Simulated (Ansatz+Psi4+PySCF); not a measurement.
doublet NO₂: levels of theory in one basis

```xyz
3

N     0.0000    0.0000    0.0000
O     0.0000    1.1322    0.4806
O     0.0000   -1.0770    0.4572
```

Basis set: cc-pVTZ (spherical functions). Left uncorrelated: 3 orbitals. Correlation on ROHF uses semicanonical orbitals with singles. Charge 0, multiplicity 2.

Computed with Ansatz (development build ahead of 0.2.0) and Psi4 1.11; each method stands on the lowest determinant of its kind that the runs found.

```tsv
method	E − E(ROHF) (eV)	<S²> of the determinant
ROHF	0.00	0.75
UHF	-0.26	0.81
ROHF-MP2	-18.67	–
ROHF-CCSD	-18.07	–
UHF-CCSD	-18.08	0.81
ROHF-CCSD(T)	-19.07	–
UHF-CCSD(T)	-19.06	0.81
```

What does UHF-MP2 give on the same scale?

-18.36 eV.
